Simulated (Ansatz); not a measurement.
Isolated molecules relaxed with PBE0-D4/def2-TZVP in Ansatz; ΔE leaves out vibrations. CCSD(T)/CBS adds triple-zeta CCSD(T) − MP2 to the extrapolated MP2 energy (def2 sets, frozen cores). DFT in def2-TZVPP. One conformer a species, not always the lowest.

Consider the isomerisation: `CCC[SiH3]` → `CC(C)[SiH3]`.

```tsv
level	ΔE (kJ/mol)
BLYP	7.5
BHLYP	7.5
MP2/def2-QZVPP	2.9
SCS-MP2/def2-QZVPP	4.2
```

Problem. What does CCSD(T)/CBS give? (Best estimate.)

Solution. Ansatz gave: +4.0 kJ/mol. The listed levels differ from it by 3.5, 3.5, -1.1, 0.2 kJ/mol.

Largest T1 diagnostic among the species: 0.010.

In def2-TZVPP, CCSD(T) changes the Hartree–Fock value by −5.5 kJ/mol (the triples alone add −0.9 kJ/mol) and MP2 by −6.6 kJ/mol. Leaving LDA and LC-ωPBE aside and taking each functional with its dispersion term where it has one, the values, not all of them listed here, spread over 3.2 kJ/mol, from revPBE-D4 to B2PLYP. The D4 term adds −3.3 kJ/mol with B3LYP and −1.7 kJ/mol with PBE0; it sums over pairs of atoms, weighted by their polarisabilities, and B3LYP, whose exchange is more repulsive, gets the larger term.

CCSD(T)/CBS has its own doubt, a few kJ/mol and more with outer-core shells, so smaller differences from it don't rank the levels.

B3LYP here is the variant with VWN-RPA as its local correlation; programs differ in this.
